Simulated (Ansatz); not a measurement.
**How far each method lies from UCCSDTQ for HSiGe, quartet**

Geometry: that of the HSiGe, doublet, kept fixed. The doublet lies 1.9 eV lower here.

```xyz
3

Si    0.0000    0.0000    0.2315
Ge    0.0000    0.0000   -1.9584
H     0.0000    0.0000    1.7269
```

Basis cc-pVDZ; Ansatz 0.2.0. Only valence electrons are correlated (noble-gas cores and the filled d shells of p-block atoms frozen), which leaves 9 electrons in 31 orbitals. R marks a restricted (for open shells ROHF) determinant, U an unrestricted one. Active spaces: valence = (9e, 9o) chosen from the atoms' valence shells. No spin–orbit coupling is included, and no scalar relativity.

Full CI isn't at hand for all of this; UCCSDTQ serves as the reference, and is uncertain by about the last step of the cluster series. The frozen core follows each run's orbitals, which can shift R against U totals by a few meV for light atoms and by up to 0.1 eV past Ca.

```
UHF ⟨S²⟩                          : 3.821
T1 diagnostic (RCCSD)             : 0.0255
largest doubles amplitude (RCCSD) : 0.072
T1 diagnostic (UCCSD)             : 0.0268
```

Problem. From what is known of these methods and the diagnostics, rank them by the size of their error in total energy against UCCSDTQ in cc-pVDZ, smallest first (an estimate: the text doesn't fix the numbers).
A. UCCSD(T)
B. UMP2
C. UCCSD
D. UCCSDT(Q)
E. UHF

Solution. D (0.1 kJ/mol), A (5.2 kJ/mol), C (19.5 kJ/mol), B (109.7 kJ/mol), E (425.5 kJ/mol).

All errors are against UCCSDTQ in cc-pVDZ. Within each family the higher level lies nearer, as is usual though not guaranteed.

Natural occupations of CASSCF (valence space) about the gap: 1.981 1.968 1.928 1.009 0.994 0.992 0.070 0.042 0.016; effectively unpaired electrons, Σ n²(2−n)², 3.05.
